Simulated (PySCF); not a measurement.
# Basis-set dependence of CCl at MP2

PySCF, UHF reference; doublet, unpaired electrons π ↑; De to C + Cl without counterpoise correction. Frozen cores follow the default of each basis and core potential.

| basis | relativity | functions | Re (Å) | ωe (cm⁻¹) | De (eV) | frozen orbitals |
| --- | --- | --- | --- | --- | --- | --- |
| pcseg-1 | no relativity | 32 | 1.667 | 886 | 3.57 | 6 |
| def2-SVPD | no relativity | 47 | 1.658 | 889 | 3.75 | 6 |
| aug-pcseg-1 | no relativity | 50 | 1.667 | 876 | 3.70 | 6 |
| def2-TZVPP | no relativity | 73 | 1.639 | 905 | 4.11 | 6 |
| def2-TZVPPD | no relativity | 88 | 1.639 | 901 | 4.13 | 6 |

Problem. How does each smaller set differ from the one with most functions, def2-TZVPPD?

Solution. pcseg-1: +2.8 pm, -1.7 % in ωe, -0.56 eV in De; def2-SVPD: +1.9 pm, -1.3 % in ωe, -0.38 eV in De; aug-pcseg-1: +2.8 pm, -2.8 % in ωe, -0.43 eV in De; def2-TZVPP: +0.0 pm, +0.4 % in ωe, -0.02 eV in De. All at MP2; the set with most functions is neither the basis-set limit nor always the best.

Correlated steps freeze 6 core orbitals. Correlated levels converge slowly with the basis: in double zeta they bind strong bonds too weakly, by up to about 1 eV, and carry superposition errors of some tenths. The state is the lowest determinant that a PBE0 search found; another state may lie lower at other levels.
